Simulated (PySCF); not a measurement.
formaldehyde cation (CH2O), SMILES C=O (connectivity only; charge and spin as stated), charge +1, multiplicity 2.

Geometry optimised at B3LYP-D3(BJ)/def2-TZVPD. The spin state was assumed, not searched.

Computed with TDA-PBE/def2-TZVPD (PySCF).

Vertical excitations. Isolated molecule, no solvent.

| state | energy (eV) | λ (nm) | f | main pairs |
|---|---|---|---|---|
| root 1 | 4.36 | 284 | 0.000 | β HOMO→LUMO 95 % |
| root 2 | 5.50 | 225 | 0.000 | β HOMO−1→LUMO 99 % |
| root 3 | 5.55 | 224 | 0.000 | α HOMO→LUMO 95 % |
| root 4 | 6.65 | 187 | 0.033 | α HOMO−1→LUMO 15 %, β HOMO−2→LUMO 82 % |
| root 5 | 6.99 | 177 | 0.000 | α HOMO−1→LUMO 41 %, β HOMO→LUMO+1 57 % |
| root 6 | 8.64 | 143 | 0.000 | α HOMO−2→LUMO 34 %, β HOMO−1→LUMO+1 65 % |
| root 7 | 9.56 | 130 | 0.000 | α HOMO−3→LUMO 11 %, β HOMO−2→LUMO+1 89 % |
| root 8 | 9.80 | 127 | 0.034 | α HOMO→LUMO+1 7 %, β HOMO−3→LUMO 91 % |
| root 9 | 9.95 | 125 | 0.000 | α HOMO−2→LUMO 65 %, β HOMO−1→LUMO+1 34 % |
| root 10 | 10.90 | 114 | 0.000 | α HOMO−3→LUMO 89 %, β HOMO−2→LUMO+1 11 % |
Unrestricted roots are not spin-pure.
